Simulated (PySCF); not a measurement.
Series: binary hydrides. Isolated molecules, 0 K electronic values unless said otherwise. Strings in code marks are SMILES.

The numbers are results of TPSSh-D3(BJ)/def2-TZVP // PBE0-D3(BJ)/def2-TZVP (PySCF), not measurements. All candidates: neutral, multiplicity 1. Delta-SCF ions had no search for a lower state. 

* **vertical ionisation energy (Delta-SCF)**: 10.32 eV
* **HOMO**: -6.81 eV
* **hole reorganisation energy (four-point)**: 0.024 eV

### Question
Identify which member has these values.
(A) `[SbH3]`
(B) `[BiH3]`
(C) `S`
(D) `C`

### Answer
C, `S`. The others give `[BiH3]`: 10.02 eV, -7.21 eV, 1.259 eV; `[SbH3]`: 9.91 eV, -7.03 eV, 1.321 eV; `C`: 14.04 eV, -10.24 eV, 3.102 eV
